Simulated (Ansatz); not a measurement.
A made-up structure of SiNH₂ (charge +1), singlet:

```json
{"atom": "N1", "x (Å)": "0.3572", "y (Å)": "-0.7634", "z (Å)": "0.4788"}
{"atom": "Si2", "x (Å)": "-0.2627", "y (Å)": "0.5571", "z (Å)": "-0.3508"}
{"atom": "H3", "x (Å)": "0.7634", "y (Å)": "-1.6569", "z (Å)": "1.0317"}
{"atom": "H4", "x (Å)": "-0.8578", "y (Å)": "1.8632", "z (Å)": "-1.1597"}
```

It is relaxed with PBE-D4/def2-SVP and then PBE0-D4/def2-TZVP (Ansatz 0.2.0). Atoms count as bonded within 1.22 times the sum of their covalent radii (H–H: 0.88 Å). The end point is not checked to be a true minimum.

**Question.** Does its bonding change? (A judgement: the text doesn't fix the answer.)

**Answer.** The calculation gives: No: no bond forms or breaks.

Where it ends: The first stage lowers the energy by 0.94 eV in 12 steps. It ends as SiNH₂ ([NH][SiH]), total charge +1:
```
4
angstrom
N 0.3174 -0.6826 0.4269
Si -0.2327 0.4988 -0.3124
H 0.6832 -1.4782 0.9218
H -0.7680 1.6620 -1.0363
```

Labels in which every atom is bracketed show which atoms are joined, not bond orders.

For scale, one of the runs: PBE0-D4/def2-TZVP relaxation, 80 basis functions, launched by `ansatz run in.yaml --threads 2 --pin off --events-out ev --progress --plain --max-ram 4352MiB`. The run took about 4.2 s on 2 CPU threads of an Arm Neoverse V1 (shared host).
